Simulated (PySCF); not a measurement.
# NH2: EPR parameters at several levels of theory

Aim: compute the EPR parameters of NH2 (`[NH2]`) at several levels, and see how far they spread and what each costs.

Programs: PySCF 2.14.0, with density-fitted response routines of our own. Each step states its level of theory. These are calculated values for one molecule in the gas phase, unless marked as measured. Atoms are numbered from 0 throughout.

## (1) The molecule as given

3 atoms, charge 0, multiplicity 2; geometry from: GFN2-xTB.

Bonds of the start (Å): N0–H1 1.01, N0–H2 1.01.

## (2) Relaxing the molecule at PBE0-D3(BJ)/def2-SVP

What the job is given:

```
{"job": {"xc": "PBE0", "basis": "def2-SVP", "d3": "d3bj", "grid": 1, "kind": "geom"}, "charge": 0, "multiplicity": 2}
N      0.010280     0.386790    -0.005390
H     -0.824060    -0.190210    -0.022570
H      0.836740    -0.201650     0.002850
```

The log of the run:

```text
step   0  E = -55.76255736  max force = 0.030902
step   1  E = -55.76445463  max force = 0.007064
step   2  E = -55.76452852  max force = 0.000162
step   3  E = -55.76452861  max force = 0.000026
optimisation converged
```

Run time: 1.4 s. Hardware: 1 thread, shared host.

Along the way:

```csv
step,energy from step 0 (eV),largest force component (eV/Å)
0,0.0000,1.5890
1,-0.0516,0.3632
2,-0.0536,0.0083
3,-0.0536,0.0013
```

Distances of close pairs at the start and the end, largest changes first:

```csv
bond,before (Å),after (Å),change (Å)
N0–H1,1.015,1.034,+0.019
N0–H2,1.015,1.034,+0.019
```

The next job starts from the end point, and lists it.

```csv
at the end point,value
point group (found at 0.08 Å tolerance),C2v
"rotational constants (GHz, main isotopes)","668.3, 391.7, 247.0"
dipole moment (D),1.95
⟨S²⟩,0.753
```

## (3) EPR parameters: B3LYP/IGLO-III+pcH-1

What the job is given:

```
{"job": {"kind": "epr"}, "charge": 0, "multiplicity": 2}
N      0.010587     0.435036    -0.004965
H     -0.793749    -0.214585    -0.022271
H      0.806122    -0.225521     0.002126
```

With the program's defaults for keys left out, this is: UKS B3LYP, IGLO-III on N, pcH-1 on H, non-relativistic, mean-field spin-orbit, GIAO.

The log of the run:

```text
UKS, coarse grid
  cycle   1  E = -55.89712084  |g| = 1.39e-01
  cycle   2  E = -55.89942676  |g| = 1.31e-01
  cycle   3  E = -55.90681153  |g| = 3.02e-02
  cycle   4  E = -55.90718726  |g| = 4.42e-03
  cycle   5  E = -55.90720254  |g| = 1.04e-03
  cycle   6  E = -55.90720410  |g| = 2.51e-04
UKS, final grid
  cycle   1  E = -55.90720647  |g| = 2.26e-04
  cycle   2  E = -55.90720647  |g| = 2.82e-04
  cycle   3  E = -55.90720650  |g| = 2.68e-05
  cycle   4  E = -55.90720650  |g| = 9.78e-07
internal stability: stable
E = -55.90720650 Eh   <S^2> = 0.7532 (exact 0.7500)
g shifts (ppm)      1          2          3
  rmc          -202       -202       -202
  gc             -3         46         40
  oz_so           5       1624       4993
  total        -200       1468       4832
hyperfine (MHz)  atom isotope    a_iso     a_fc   dipolar eigenvalues
    0   14N      27.81      27.81    -44.83    -43.90     88.73
    1    1H     -63.37     -63.37    -53.98     -8.82     62.79
    2    1H     -63.37     -63.37    -53.98     -8.82     62.79
```

Wall time 1.9 s (1 thread, shared host).

Principal g values 2.00212, 2.00379, 2.00715; g(iso) = 2.00435, against 2.00232 for a free electron.

Mean a(iso) over the nuclei that a row names, and the largest dipolar term of the row (other rows stand at the frozen geometry):

```csv
nuclei,isotope,a(iso) (MHz),"a(iso) (G, at g = 2.0023)",largest dipolar term (MHz),measured (MHz)
"H1, H2",1H,-63.4,-22.6,62.8,-67.0
N0,14N,27.8,9.9,88.7,28.0
```

Measured: Tran, Improving perturbation theory for open-shell molecules via self-consistency, arXiv:2107.11260 (experimental column from Kossmann, Neese). Many experiments give no sign.

Mulliken spin populations:

```csv
atom,value (e)
N0,1.08
H1,-0.04
H2,-0.04
```

In first order the couplings over 0.8 MHz of 1H, 14N give 9 distinct lines over 65.1 G, if the averaged nuclei exchange fast.

## (4) EPR parameters: PBE/IGLO-III+pcH-1

What the job is given:

```
{"job": {"kind": "epr", "xc": "PBE"}, "charge": 0, "multiplicity": 2}
N      0.010587     0.435036    -0.004965
H     -0.793749    -0.214585    -0.022271
H      0.806122    -0.225521     0.002126
```

With the program's defaults for keys left out, this is: UKS PBE, IGLO-III on N, pcH-1 on H, non-relativistic, mean-field spin-orbit, GIAO.

The log of the run:

```text
UKS, coarse grid
  cycle   1  E = -55.81905405  |g| = 1.58e-01
  cycle   2  E = -55.80725241  |g| = 2.31e-01
  cycle   3  E = -55.83181078  |g| = 2.50e-02
  cycle   4  E = -55.83204682  |g| = 4.89e-03
  cycle   5  E = -55.83205882  |g| = 9.56e-04
  cycle   6  E = -55.83205958  |g| = 1.62e-04
UKS, final grid
  cycle   1  E = -55.83206412  |g| = 1.90e-04
  cycle   2  E = -55.83206409  |g| = 3.12e-04
  cycle   3  E = -55.83206413  |g| = 9.36e-06
  cycle   4  E = -55.83206413  |g| = 2.20e-06
internal stability: stable
E = -55.83206413 Eh   <S^2> = 0.7528 (exact 0.7500)
g shifts (ppm)      1          2          3
  rmc          -198       -198       -198
  gc             -3         46         40
  oz_so           6       1616       4551
  total        -194       1464       4394
hyperfine (MHz)  atom isotope    a_iso     a_fc   dipolar eigenvalues
    0   14N      18.83      18.83    -44.84    -43.78     88.62
    1    1H     -60.53     -60.53    -53.22     -7.73     60.95
    2    1H     -60.53     -60.53    -53.22     -7.73     60.95
```

Run time: 1.6 s. Hardware: 1 thread, shared host.

Key values: g(iso) 2.00421.

## (5) EPR parameters: PBE0/IGLO-III+pcH-1

What the job is given:

```
{"job": {"kind": "epr", "xc": "PBE0"}, "charge": 0, "multiplicity": 2}
N      0.010587     0.435036    -0.004965
H     -0.793749    -0.214585    -0.022271
H      0.806122    -0.225521     0.002126
```

Method: UKS PBE0, IGLO-III on N, pcH-1 on H, non-relativistic, mean-field spin-orbit, GIAO.

The log of the run:

```text
UKS, coarse grid
  cycle   1  E = -55.82753306  |g| = 1.34e-01
  cycle   2  E = -55.83242188  |g| = 9.82e-02
  cycle   3  E = -55.83636131  |g| = 3.16e-02
  cycle   4  E = -55.83677724  |g| = 4.81e-03
  cycle   5  E = -55.83679574  |g| = 1.12e-03
  cycle   6  E = -55.83679731  |g| = 2.83e-04
UKS, final grid
  cycle   1  E = -55.83680141  |g| = 2.16e-04
  cycle   2  E = -55.83680142  |g| = 2.30e-04
  cycle   3  E = -55.83680144  |g| = 3.75e-05
  cycle   4  E = -55.83680145  |g| = 9.79e-07
internal stability: stable
E = -55.83680145 Eh   <S^2> = 0.7537 (exact 0.7500)
g shifts (ppm)      1          2          3
  rmc          -199       -199       -199
  gc             -3         46         40
  oz_so           7       1557       4633
  total        -196       1403       4474
hyperfine (MHz)  atom isotope    a_iso     a_fc   dipolar eigenvalues
    0   14N      24.81      24.81    -44.51    -43.23     87.74
    1    1H     -66.98     -66.98    -54.08     -8.08     62.16
    2    1H     -66.98     -66.98    -54.08     -8.08     62.16
```

Run time: 1.9 s. Hardware: 1 thread, shared host.

In short: g(iso) 2.00421.

## (6) g tensor and hyperfine couplings: BHandHLYP/IGLO-III+pcH-1

What the job is given:

```
{"job": {"kind": "epr", "xc": "BHandHLYP"}, "charge": 0, "multiplicity": 2}
N      0.010587     0.435036    -0.004965
H     -0.793749    -0.214585    -0.022271
H      0.806122    -0.225521     0.002126
```

Method: UKS BHandHLYP, IGLO-III on N, pcH-1 on H, non-relativistic, mean-field spin-orbit, GIAO.

The log of the run:

```text
UKS, coarse grid
  cycle   1  E = -55.86344580  |g| = 1.35e-01
  cycle   2  E = -55.87213629  |g| = 4.36e-02
  cycle   3  E = -55.87294527  |g| = 1.79e-02
  cycle   4  E = -55.87310323  |g| = 7.18e-03
  cycle   5  E = -55.87314114  |g| = 1.69e-03
  cycle   6  E = -55.87314579  |g| = 4.27e-04
UKS, final grid
  cycle   1  E = -55.87314758  |g| = 2.43e-04
  cycle   2  E = -55.87314766  |g| = 1.53e-04
  cycle   3  E = -55.87314768  |g| = 9.65e-05
  cycle   4  E = -55.87314769  |g| = 4.98e-06
  cycle   5  E = -55.87314769  |g| = 1.41e-06
internal stability: stable
E = -55.87314769 Eh   <S^2> = 0.7543 (exact 0.7500)
g shifts (ppm)      1          2          3
  rmc          -204       -204       -204
  gc             -4         47         40
  oz_so           5       1551       5116
  total        -202       1394       4952
hyperfine (MHz)  atom isotope    a_iso     a_fc   dipolar eigenvalues
    0   14N      37.86      37.86    -44.46    -43.23     87.68
    1    1H     -71.89     -71.89    -54.94     -9.27     64.21
    2    1H     -71.89     -71.89    -54.94     -9.27     64.21
```

It took 1.8 s on 1 thread, shared host.

In short: g(iso) 2.00437.

## (7) EPR parameters: HF/IGLO-III+pcH-1

What the job is given:

```
{"job": {"kind": "epr", "xc": "HF"}, "charge": 0, "multiplicity": 2}
N      0.010587     0.435036    -0.004965
H     -0.793749    -0.214585    -0.022271
H      0.806122    -0.225521     0.002126
```

Method: UKS HF, IGLO-III on N, pcH-1 on H, non-relativistic, mean-field spin-orbit, GIAO.

The log of the run:

```text
UKS, final grid
  cycle   1  E = -55.56765946  |g| = 1.85e-01
  cycle   2  E = -55.58506073  |g| = 5.49e-02
  cycle   3  E = -55.58664412  |g| = 2.07e-02
  cycle   4  E = -55.58707303  |g| = 9.69e-03
  cycle   5  E = -55.58719703  |g| = 4.42e-03
  cycle   6  E = -55.58723561  |g| = 1.57e-03
  cycle   7  E = -55.58724164  |g| = 5.26e-04
  cycle   8  E = -55.58724233  |g| = 1.13e-04
  cycle   9  E = -55.58724236  |g| = 2.96e-05
  cycle  10  E = -55.58724236  |g| = 5.41e-06
  cycle  11  E = -55.58724236  |g| = 1.20e-06
internal stability: stable
E = -55.58724236 Eh   <S^2> = 0.7597 (exact 0.7500)
g shifts (ppm)      1          2          3
  rmc          -211       -211       -211
  gc             -2         49         41
  oz_so          12       1289       4313
  total        -201       1126       4142
hyperfine (MHz)  atom isotope    a_iso     a_fc   dipolar eigenvalues
    0   14N      55.20      55.20    -43.17    -41.18     84.35
    1    1H    -113.02    -113.02    -58.79    -11.89     70.68
    2    1H    -113.02    -113.02    -58.79    -11.89     70.68
```

Wall time 0.8 s (1 thread, shared host).

This run: g(iso) 2.00401.

## (8) g tensor and hyperfine couplings: CAM-B3LYP/IGLO-III+pcH-1

What the job is given:

```
{"job": {"kind": "epr", "xc": "CAM-B3LYP"}, "charge": 0, "multiplicity": 2}
N      0.010587     0.435036    -0.004965
H     -0.793749    -0.214585    -0.022271
H      0.806122    -0.225521     0.002126
```

Method: UKS CAM-B3LYP, IGLO-III on N, pcH-1 on H, non-relativistic, mean-field spin-orbit, GIAO.

The log of the run:

```text
UKS, coarse grid
  cycle   1  E = -55.86790850  |g| = 1.40e-01
  cycle   2  E = -55.87576946  |g| = 7.44e-02
  cycle   3  E = -55.87775532  |g| = 2.61e-02
  cycle   4  E = -55.87803716  |g| = 5.16e-03
  cycle   5  E = -55.87806351  |g| = 1.31e-03
  cycle   6  E = -55.87806625  |g| = 2.94e-04
UKS, final grid
  cycle   1  E = -55.87806813  |g| = 1.68e-04
  cycle   2  E = -55.87806816  |g| = 1.16e-04
  cycle   3  E = -55.87806817  |g| = 5.87e-05
  cycle   4  E = -55.87806817  |g| = 2.35e-06
internal stability: stable
E = -55.87806817 Eh   <S^2> = 0.7532 (exact 0.7500)
g shifts (ppm)      1          2          3
  rmc          -202       -202       -202
  gc             -3         46         40
  oz_so           4       1673       5381
  total        -202       1516       5219
hyperfine (MHz)  atom isotope    a_iso     a_fc   dipolar eigenvalues
    0   14N      24.27      24.27    -44.73    -43.87     88.60
    1    1H     -63.73     -63.73    -54.11     -8.99     63.10
    2    1H     -63.73     -63.73    -54.11     -8.99     63.10
```

Run time: 2 s. Hardware: 1 thread, shared host.

Key values: g(iso) 2.00450.

## (9) Side by side: EPR parameters

g, ⟨S²⟩ and isotropic hyperfine couplings (MHz), with basis size and wall time:

```csv
run,g(iso),⟨S²⟩,1H H1 (mean),14N N0,functions,time
B3LYP/IGLO-III+pcH-1,2.00435,0.753,-63.4,27.8,55,1.9 s
PBE/IGLO-III+pcH-1,2.00421,0.753,-60.5,18.8,55,1.6 s
PBE0/IGLO-III+pcH-1,2.00421,0.754,-67.0,24.8,55,1.9 s
BHandHLYP/IGLO-III+pcH-1,2.00437,0.754,-71.9,37.9,55,1.8 s
HF/IGLO-III+pcH-1,2.00401,0.760,-113.0,55.2,55,0.8 s
CAM-B3LYP/IGLO-III+pcH-1,2.00450,0.753,-63.7,24.3,55,2 s
measured,–,–,-67.0,28.0,–,–
```

Measured: Tran, Improving perturbation theory for open-shell molecules via self-consistency, arXiv:2107.11260 (experimental column from Kossmann, Neese).

## (10) Summary of results

```
                            quantity                       value
                         point group                         C2v
rotational constants (main isotopes)  668.28, 391.72, 246.96 GHz
                      g(iso) (B3LYP)                     2.00435
                                ⟨S²⟩          0.753 (exact 0.75)
  largest a(iso) (averaged by class)     1H on H1, H2, -63.4 MHz
```

In words: Single values in the summary come from the first run of each kind that ended normally (B3LYP/IGLO-III+pcH-1), which need not be the best level. The optimisation took 3 steps and gained 0.054 eV; among the close pairs (by a distance rule), N0–H1 changed most, from 1.015 to 1.034 Å. Most of the unpaired spin sits on N0 (1.08 e). The isotropic g lies 2.0 ppt above the free-electron value. In size, the 2 measured couplings are missed by 1.9 MHz on average; matrix, vibration and temperature are not in the model. The coupling of 1H on H1 runs from -113.0 (HF/IGLO-III+pcH-1) to -60.5 MHz (PBE/IGLO-III+pcH-1). For the 2 measured hyperfine couplings, PBE0/IGLO-III+pcH-1 misses least (1.6 MHz, 1.9 s) and HF/IGLO-III+pcH-1 most (36.6 MHz, 0.8 s). One molecule ranks no method: errors cancel, and vibration and temperature are missing from all runs.
